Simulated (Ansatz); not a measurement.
Species: C₂H₇S (charge +1, singlet). It need not be the lowest isomer of its formula. 
Coordinates optimised at B3LYP-D3(BJ)/def2-TZVP (Ansatz, a program for electronic structure):
SMILES: C(C)[SH2+]
```xyz
10

C      1.5423     0.7300     0.0591
C      0.0315     0.8765     0.0770
S     -0.7522    -0.7918    -0.1533
H     -2.0310    -0.5177     0.1928
H     -0.3591     1.2901     1.0036
H     -0.3484     1.4448    -0.7723
H      1.9708     1.7304     0.1331
H      1.9070     0.1497     0.9067
H      1.9002     0.2818    -0.8675
H     -0.4474    -1.3496     1.0402
```
Charge +1, spin multiplicity 1.

Basis-set convergence of Hartree-Fock and MP2 correlation energies (hartree) with Ansatz. Cores are frozen in the correlated levels unless marked. Spin-orbit coupling is left out. No relativistic terms.

```csv
basis,functions,E(HF),"E(corr, MP2)"
cc-pV(D+d)Z,86,-477.08158,-0.42870
cc-pV(T+d)Z,197,(withheld),(withheld)
```

Question: Some entries are withheld; supply them.

Answer: 
- cc-pV(T+d)Z, E(HF): -477.12272
- cc-pV(T+d)Z, E(corr, MP2): -0.53171
